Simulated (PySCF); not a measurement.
Start geometry of `C` (CH4) from GFN2-xTB (Å):
```
atom  x, y, z in Å
C1     0.0221   -0.0250    0.0007
H2     0.8997   -0.5993   -0.0190
H3     0.1805    0.9660   -0.4535
H4    -0.2957    0.1337    1.0151
H5    -0.7731   -0.5094   -0.5812
```

Q: What comes out of this run: PySCF 2.14.0, PBE0-D3(BJ)/def2-SVP geometry optimisation, gas phase?

A: 
```
atom  x, y, z in Å
C1    -0.0034   -0.0068   -0.0103
H2     0.9157   -0.6073   -0.0267
H3     0.1813    0.9577   -0.5016
H4    -0.3094    0.1648    1.0302
H5    -0.8000   -0.5429   -0.5429
```

The energy falls by 1.5 kcal/mol over 4 energy and gradient evaluations, the largest force component goes from 0.0313 to 9.7e-05 Eh/bohr, and the atoms move by 0.025 Å rms after alignment. The bond that changes most is C1–H2 (methane carbon to hydrogen on carbon), which lengthens by 0.049 Å. Bonds longer at the end by more than 0.005 Å: 2 of 4; shorter: 0. Among the angles that change most is H3–C1–H5, from 106.4° to 109.5°. The orientation of the end geometry is arbitrary; only internal coordinates are fixed.

The run used 34 basis functions and 21 SCF cycles in all. On Arm Neoverse N1, one thread, no GPU (shared host), this took 2.0 s and 0.25 GiB of memory at its peak.

Stationary, but not proved a minimum.
